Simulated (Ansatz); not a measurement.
# What a trial cell of Ti2Os relaxes into

Level of theory: DFT PBE, scalar-relativistic, plane waves, PAW (Ansatz). Cutoff 420 eV, Γ-centred k mesh, Gaussian smearing, no spin polarisation in the final step.

The start puts Ti2Os on the fluorite structure type (Fm-3m, No. 225), with Os in place of Ca, Ti in place of F, at a guessed volume.

```
CELL_PARAMETERS angstrom
0.00000 2.74748 2.74748
2.74748 0.00000 2.74748
2.74748 2.74748 0.00000
ATOMIC_POSITIONS crystal
Ti 0.25000 0.25000 0.25000
Ti 0.75000 0.75000 0.75000
Os 0.00000 0.00000 0.00000
```

Cell and atoms relax at zero pressure; the relaxation can't lower the symmetry of the start. After a coarse first stage the cell is made exact in the group found at 0.06 Å.

Energies over the elements count from the elements' standard structures at the same level, with no empirical corrections.

What does it relax into?

It keeps Fm-3m (No. 225). The result has the fluorite structure. Conventional cell: a = 6.045 Å. Ti is coordinated by 4 Os at 2.62 Å and 6 Ti at 3.02 Å; Os is coordinated by 8 Ti at 2.62 Å.

Space group Fm-3m (No. 225). a = 6.045 Å, b = 6.045 Å, c = 6.045 Å, α = 90.00°, β = 90.00°, γ = 90.00°
| atom | site | symmetry | x | y | z |
| --- | --- | --- | --- | --- | --- |
| Ti | 8c | -43m | 0.2500 | 0.7500 | 0.7500 |
| Os | 4a | m-3m | 0.0000 | 0.0000 | 0.0000 |

What are its volume, energy, density and gap?

The volume per atom is 18.41 Å³. The density is 8.60 g/cm³, the energy over the elements is -0.12 eV/atom and the gap on the 14×14×14 mesh is 0 eV (a metal).

The final run used a 14×14×14 mesh on its 3-atom cell and 0.10 eV smearing. The k mesh leaves about 4 meV/atom of noise in metals. Spin–orbit coupling is left out. Symmetry constrained the relaxation, so the result can be a saddle point.

Cost: 3 runs of about 0.58 core-minutes in all, on Arm Neoverse V2 (shared hosts).